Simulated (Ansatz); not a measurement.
# How methods differ on SiHF (SMILES F[SiH])

SiHF has 3 atoms, charge 0, and is taken as a singlet. SMILES: `F[SiH]`. The shape is that of a PBE0-D4/def2-TZVP optimisation.

```xyz
3

F    -1.0902    0.0244   -0.6023
Si    0.1868    0.6294    0.1738
H     0.8924   -0.7186    0.4153
```

Each level gives the energy change with the F1–Si2 bond stretched from 1.612 to 3.224 Å (eV). The values are calculated.

```json
{"level": "HF/STO-3G (restricted)", "kind": "Hartree–Fock", "program": "Ansatz", "value (eV)": "9.10", "less FCI/STO-3G": "+4.65", "CPU time (all runs)": "0.13 s"}
{"level": "BLYP/STO-3G (restricted)", "kind": "GGA", "program": "Ansatz", "value (eV)": "6.26", "less FCI/STO-3G": "+1.81", "CPU time (all runs)": "1.6 s"}
{"level": "B3LYP/STO-3G (restricted)", "kind": "global hybrid", "program": "Ansatz", "value (eV)": "7.08", "less FCI/STO-3G": "+2.63", "CPU time (all runs)": "0.92 s"}
{"level": "CAM-B3LYP/STO-3G (restricted)", "kind": "range-separated hybrid", "program": "Ansatz", "value (eV)": "7.78", "less FCI/STO-3G": "+3.33", "CPU time (all runs)": "1 s"}
{"level": "wB97M-V/STO-3G (restricted)", "kind": "range-separated hybrid", "program": "Ansatz", "value (eV)": "7.93", "less FCI/STO-3G": "+3.48", "CPU time (all runs)": "7.5 s"}
{"level": "B2PLYP/STO-3G (restricted)", "kind": "double hybrid", "program": "Ansatz", "value (eV)": "6.31", "less FCI/STO-3G": "+1.86", "CPU time (all runs)": "1.2 s"}
{"level": "MP2/STO-3G (restricted)", "kind": "perturbation theory", "program": "Ansatz", "value (eV)": "5.97", "less FCI/STO-3G": "+1.52", "CPU time (all runs)": "0.18 s"}
{"level": "BCCD(T)/STO-3G (restricted)", "kind": "coupled cluster or CI", "program": "Ansatz", "value (eV)": "4.43", "less FCI/STO-3G": "-0.02", "CPU time (all runs)": "0.34 s"}
{"level": "CCSDTQ/STO-3G (restricted)", "kind": "coupled cluster or CI", "program": "Ansatz", "value (eV)": "4.45", "less FCI/STO-3G": "0.00", "CPU time (all runs)": "7.7 s"}
{"level": "FCI/STO-3G", "kind": "exact in the basis", "program": "Ansatz", "value (eV)": "4.45", "less FCI/STO-3G": "0.00", "CPU time (all runs)": "1.8 s"}
```

FCI/STO-3G is exact within its basis and frozen core, so for wave-function methods in that basis the difference is their error; functionals converge differently with the basis, so for them it is only a difference. A spin-restricted reference rises too steeply as a bond breaks; here HF/STO-3G, BLYP/STO-3G, B3LYP/STO-3G, CAM-B3LYP/STO-3G, wB97M-V/STO-3G, B2PLYP/STO-3G, MP2/STO-3G lie well above the multireference or unrestricted value. The first shape isn't each level's own minimum. The values span 4.43 to 9.10 eV. All rows use very small basis sets, so none should be taken for the real molecule's value. In so small a basis fixed costs decide the times, and correlated methods can beat functionals. CPU times are rough (shared hosts, several kinds of processor and program).
